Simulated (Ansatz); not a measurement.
**hcp Tc**

All values below come from PBEsol (Ansatz, an electronic-structure program, plane waves, PAW).

Numerical settings: plane-wave cutoff 520 eV, 24×24×12 k mesh (along the axes of the cell as run), Fermi–Dirac smearing 0.05 eV, no spin polarisation, scalar-relativistic PAW data made under PBE.

Cell: relaxed at this level.

- volume per atom = 14.00 Å³/atom
- bulk modulus B0 = 327 GPa
- equilibrium lattice constant a = 2.724 Å
- c axis length = 4.359 Å
- band gap = zero (no gap)
- pressure derivative B′ of the bulk modulus = 4.5

Measured, for comparison: bulk modulus 303 GPa (zero-point energy and finite temperature contributions removed; as tabulated in doi:10.1021/acs.jctc.3c00612); lattice constant a 2.741 Å, lattice parameter c 4.399 Å (293 K, not corrected to a static lattice; as tabulated in Wikipedia's data pages). Computed (rounded) less measured: bulk modulus +8 %, lattice constant a -0.6 %, lattice parameter c -0.9 %. A static lattice is as a rule a little smaller and stiffer than an uncorrected measurement, which narrows the difference in the lattice constant a, lattice parameter c and would widen misses of the other sign.

Note: the bulk modulus comes from volumes at which shape and atoms were relaxed.

Spin–orbit coupling is not included.

The computed numbers hold no vibrational or temperature effects.
